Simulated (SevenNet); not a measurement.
## hcp Be

All values below come from the machine-learned potential SevenNet-0 (trained on PBE and PBE+U data).

Cell (relaxed at this level):

```cif
data_Be2
_chemical_formula_sum 'Be2'
_space_group_name_H-M_alt 'P63/mmc'
_space_group_IT_number 194
_space_group_name_Hall '-P 6c 2c'
_cell_length_a 2.25262
_cell_length_b 2.25262
_cell_length_c 3.61538
_cell_angle_alpha 90.000
_cell_angle_beta 90.000
_cell_angle_gamma 120.000
loop_
_atom_site_label
_atom_site_type_symbol
_atom_site_symmetry_multiplicity
_atom_site_Wyckoff_symbol
_atom_site_fract_x
_atom_site_fract_y
_atom_site_fract_z
_atom_site_occupancy
Be1 Be 2 c 0.33333 0.66667 0.25000 1
```

```json
{
 "lattice_constant_a": "2.253 Å",
 "lattice_parameter_c": "3.615 Å"
}
```

Measured, for comparison: lattice constant a 2.286 Å (293 K, no zero-point or thermal correction, our sources range from 2.286 to 2.290; as tabulated in Wikipedia's data pages); lattice parameter c 3.584 Å (293 K, no zero-point or thermal correction; as tabulated in Wikipedia's data pages). Computed (rounded) less measured: lattice constant a -1.4 % (-1.4 % to -1.6 % over the range), lattice parameter c +0.9 %. A static lattice is as a rule a little smaller and stiffer than an uncorrected measurement, which narrows the difference in the lattice constant a and would widen misses of the other sign.

A machine-learned potential is trained on density-functional data: it inherits that level's misses and adds fitting errors of its own.
